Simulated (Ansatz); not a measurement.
**AlSiH (quintet): from Hartree-Fock to the top rungs, 6-31G**

How much of the correlation energy of AlSiH (quintet) does each wave-function method recover here?

Computed with Ansatz 0.2.0, Gaussian basis. Level: 6-31G, core rule «outside noble gas», up to 10 orbitals frozen.

The runs, in order: UHF; CCSD(T) on ROHF; CCSD(T) on UHF; BCCD(T) on ROHF; CISD; CCSDT(Q) on ROHF; CCSDT(Q) on UHF; CISDTQ; CCSDTQ on ROHF; CCSDTQ on UHF; CASSCF and MRCISD+Q, 8 electrons in 9 orbitals; CASSCF and NEVPT2, 8 electrons in 9 orbitals; Full CI.

24 further runs of the same task are left out: 8 that didn't finish, 16 set aside as unsound or not needed.

## (1) The system

The geometry is a PBE0/def2-TZVP stationary point (not a proven minimum) of the parent state, kept for this charge and spin.

3 atoms, charge 0, spin multiplicity 5.

Atoms are counted from 1 here; the program's logs count them from 0.

Bond lengths: Si1–Al2 2.390 Å, Si1–H3 1.598 Å. Angles: Al2–Si1–H3 57.3°.

## (2) UHF

Input file in.yaml:

```yaml
crystal:
  periodic: [false, false, false]
  atoms:
    - {symbol: Si, position_ang: [0.000000, -0.035961, 1.165412]}
    - {symbol: Al, position_ang: [0.000000, -0.011793, -1.224879]}
    - {symbol: H, position_ang: [0.000000, 1.317723, 0.315431]}
basis:
  gaussian: {orbitals: 6-31G}
magnetization: {spin_polarized: true, initial_magnetization: 4}
hamiltonian: {xc: hf}
output: {orbitals: {seedname: orbitals}}
```

On the command line:

```bash
$ ansatz run in.yaml --threads 1 --pin off --events-out ev --progress --plain --max-ram 2393MiB
```

The runs that follow: CCSD(T) on ROHF; CCSD(T) on UHF; BCCD(T) on ROHF; CISD; CCSDT(Q) on ROHF; CCSDT(Q) on UHF; CISDTQ; CCSDTQ on ROHF; CCSDTQ on UHF; CASSCF and MRCISD+Q, 8 electrons in 9 orbitals; CASSCF and NEVPT2, 8 electrons in 9 orbitals; Full CI.

Q: Predict the results of all the runs planned. Wanted: FCI from the RHF energy; RMP2 from FCI; UMP2 from FCI; RCCSD from FCI; RCCSD(T) from FCI; UCCSD(T) from FCI; RCCSDT(Q) from FCI; UCCSDT(Q) from FCI; NEVPT2 valence from FCI.

**Answer**, as computed:

| quantity | value |
| --- | --- |
| FCI from the ROHF energy | -1.7670 eV |
| RMP2 from FCI | +574.8 meV |
| UMP2 from FCI | +563.0 meV |
| RCCSD from FCI | +71.4 meV |
| RCCSD(T) from FCI | +26.1 meV |
| UCCSD(T) from FCI | +27.3 meV |
| RCCSDT(Q) from FCI | +0.7 meV |
| UCCSDT(Q) from FCI | -0.1 meV |
| NEVPT2 valence from FCI | +189.0 meV |
| MRCISD+Q valence from FCI | +10.8 meV |
| levels within 1 kcal/mol (43 meV) | RCCSD(T), UCCSD(T), BCCD(T), RCCSDT, UCCSDT, CISDTQ, RCCSDT(Q), UCCSDT(Q), RCCSDTQ, UCCSDTQ, MRCISD valence, MRCISD+Q valence |
| T1 diagnostic | 0.028 |
| effectively unpaired electrons | 4.05 |

**Reading.** RCCSD(T) misses by +26.1 meV, 1.5 % of the correlation energy. One determinant dominates. Of the multireference levels listed MRCISD+Q valence comes nearest in total energy (+10.8 meV), which doesn't show that its space is the better one. These misses are within one basis, not against nature; the frozen cores of restricted and unrestricted runs differ, which can shift their rows.

Levels on UHF freeze UHF's core orbitals, full CI those of ROHF, so the U rows can settle a little off it for that reason alone.

With open shells the CI space here admits some triples and quadruples, so it is larger than plain CISD.
